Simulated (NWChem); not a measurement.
**Atomisation of C2H5O**

SMILES: CC[O]
```xyz
8

C     -0.2454    -1.1785    -0.0430
C     -0.3741     0.3433    -0.0250
O      0.7857     1.0384     0.0970
H     -1.2248    -1.6574    -0.2046
H      0.4385    -1.4977    -0.8449
H      0.1602    -1.5410     0.9149
H     -1.1068     0.6896     0.7439
H     -0.8364     0.7111    -0.9775
```
Charge 0, spin multiplicity 2.

Program: NWChem. All single points use one geometry, from UB3LYP/def2-SVP, a minimum by its harmonic frequencies.

Basis set: def2-TZVP. The atomisation energy is electronic alone: no zero-point, thermal, spin-orbit or counterpoise terms. No value is extrapolated to the basis-set limit. Free atoms are single determinants with multiplicities C 3, O 3, H 2. Correlated methods freeze the same cores in atoms and molecule, 3 orbitals in all.

B3LYP has NWChem's definition, with VWN1-RPA local correlation. The structure started from a generated list of species. The stability of the SCF solutions was not checked. Open-shell Hartree-Fock references start from PBE0 orbitals.

### Question
Order these methods by the atomisation energy they give, lowest first: HF, BLYP, MP2, PBE0, LC-wPBE (omega 0.3 per bohr).

### Answer
HF (515.6 kcal/mol), MP2 (674.3 kcal/mol), BLYP (696.3 kcal/mol), PBE0 (700.9 kcal/mol), LC-wPBE (omega 0.3 per bohr) (705.9 kcal/mol)
